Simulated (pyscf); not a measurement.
## Routes from `[N]=[SiH2]` [doublet] + `[H][H]`

Candidate steps break at most two bonds and form at most two. Each was searched with GFN2-xTB (tblite) first. Structures and frequencies: ωB97X-D3(BJ)/def2-SVP in PySCF. Energies: ωB97M-D3(BJ)/def2-TZVP, eV, from the separated reactants, doublet surface; ΔG‡ with ideal gas, 1 atm, RRHO with modes under 100 cm⁻¹ raised to 100, one conformer, R ln 2 for chiral ones without a mode under 150 cm⁻¹.

| products | type | ΔE‡ | ΔE | ΔG‡ 298 K | ΔG‡ 900 K | ν‡ (cm⁻¹) |
|---|---|---|---|---|---|---|
| HN=SiH₂ + H• | hydrogen abstraction | 0.30 | -0.27 | 0.60 | 1.31 | 1181i |
| •HN–SiH₃ | addition across a multiple bond or ene-type step | 1.20 | -2.41 | 1.59 | 2.36 | 1612i |

Plain bond fissions and candidates not yet searched are not listed, and one of them may be faster. Each barrier is that of the saddle found; lower ones may exist.
